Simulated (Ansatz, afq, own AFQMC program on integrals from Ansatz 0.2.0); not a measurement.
Two steps: Ansatz 0.2.0 writes the Fock matrix and Cholesky factors of the valence space, and afq projects on them the lowest state that overlaps trial and start.

```yaml
crystal:
  periodic: [false, false, false]
  atoms:
    - {symbol: Mn, position_ang: [0.000000, 0.000000, 0.000000]}
basis:
  gaussian: {orbitals: def2-TZVPP}
magnetization: {spin_polarized: true, initial_magnetization: 5}
correlation: {method: ccsd_t, electrons: outside_noble_gas, hamiltonian_folder: ham}
```

```sh
$ ansatz run in.yaml --threads 1 --pin off --events-out ev --progress --plain --max-ram 16896MiB --backend cuda --devices 0, --max-vram 18GiB
```

afq runs on the folder ham with

```
--method free --trial cisd --walkers 4000 --time-step 0.03 --max-blocks 4000 --target-error 0.00019 --factor-cut 1e-05 --seed 6265 --times 0,0.3,0.6,1.2,1.8,2.4,3.6,4.8,6 --taylor-order 8
```

Times are imaginary, in 1/Eh. The walk had a cap of 88 s.

Log:

```
orbitals 55  electrons 6 1  factors 432 of 455
reference energy -1149.84678949 Eh
CCSD correlation -0.13127996 Eh in 11 cycles, weight of the determinant in the CISD state 0.9156
repeat  energy at the last time / Eh  error
    10  -1149.982300  0.000149
    20  -1149.982226  0.000100
time / (1/Eh)  energy / Eh  error  mean overlap
  0.00  -1149.978071  0.000011  1.0922
  0.30  -1149.980696  0.000020  1.0892
  0.60  -1149.981370  0.000027  1.0887
  1.20  -1149.981883  0.000032  1.0865
  1.80  -1149.982055  0.000033  1.0843
  2.40  -1149.982152  0.000045  1.0811
  3.60  -1149.982049  0.000055  1.0838
  4.80  -1149.982237  0.000058  1.0794
  6.00  -1149.982226  0.000100  1.0777
energy -1149.982226 +/- 0.000100 Eh
```

The run passed its tests (error under three times the target), which doesn't prove that it has relaxed, ending at its cap on processor time.

Against this walk (error 2.7 meV) on the same determinant: CCSD(T) 13.3 meV higher, CCSDT(Q) 1.8 meV lower (within the noise). The error is statistical, and a free projection of finite length keeps a remainder of its start.

Cautions: remainder of the start not in the error; no relativity below Rb; outer-core shells of the metal frozen.

The walk took 88 s on 1 × NVIDIA H100 80GB HBM3 with 2 threads of AMD EPYC 7R13 Processor (Zen 3) (shared host) (the card was shared). The log's last line is the free-projection energy.

CCSDT and higher add their correlation energy to the determinant of the CCSD(T) run, since their own runs factorise the integrals more tightly (a shift of under 2 meV). A walk keeps the symmetry of its determinant, which the program's search chose and which needn't be the lowest solution, so a lower state of the same spin and another symmetry isn't excluded.
